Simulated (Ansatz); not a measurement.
**BH₃O+ (doublet): wave-function methods side by side, def2-TZVPP**

The task here is to estimate one member of a computed series from the others.

Program: Ansatz 0.2.0, Gaussian basis. Level of theory: def2-TZVPP, core rule «outside noble gas», up to 2 orbitals frozen. These are calculated values, not measurements.

To be run: UHF; ROHF; CCSD(T) on UHF.

2 further runs of the same task are left out: 2 set aside as unsound or not needed.

**The geometry**

The geometry is a PBE0/def2-TZVP stationary point (not a proven minimum) of the parent state, kept for this charge and spin.

5 atoms, charge 1, spin multiplicity 2.

Atoms are counted from 1 here; the program's logs count them from 0.

Bond lengths: B1–O2 1.348 Å, B1–H3 1.202 Å, B1–H4 1.196 Å, O2–H5 0.961 Å. Angles: O2–B1–H3 120.6°, O2–B1–H4 116.8°, H3–B1–H4 122.6°, B1–O2–H5 113.5°.

Set-up of the first run:

The input, in.yaml:

```yaml
crystal:
  periodic: [false, false, false]
  atoms:
    - {symbol: B, position_ang: [0.000000, 0.059110, 0.740549]}
    - {symbol: O, position_ang: [0.000000, -0.099827, -0.597826]}
    - {symbol: H, position_ang: [0.000000, 1.158248, 1.226704]}
    - {symbol: H, position_ang: [0.000000, -0.937399, 1.402080]}
    - {symbol: H, position_ang: [0.000000, 0.729726, -1.082284]}
basis:
  gaussian: {orbitals: def2-TZVPP}
total_charge: 1
magnetization: {spin_polarized: true, initial_magnetization: 1}
hamiltonian: {xc: hf}
output: {orbitals: {seedname: orbitals}}
```

Run with:

```sh
$ ansatz run in.yaml --threads 1 --pin off --events-out ev --progress --plain --max-ram 4096MiB --backend cpu
```

Steps of the session up to this table: UHF; ROHF; CCSD(T) on UHF.

One table of the session follows, with a row left open; its other results are not shown here.

```
  method  from UCCSD(T) (meV)
    ROHF             +10141.7
     UHF              +9876.1
    UMP2               +790.0
   UCCSD                    ?
UCCSD(T)                    0
```

Estimate the missing values for UCCSD.

As computed: from UCCSD(T) (meV): +396.3. In the column «from UCCSD(T) (meV)» it lies between UCCSD(T) (0) and UMP2 (+790.0).
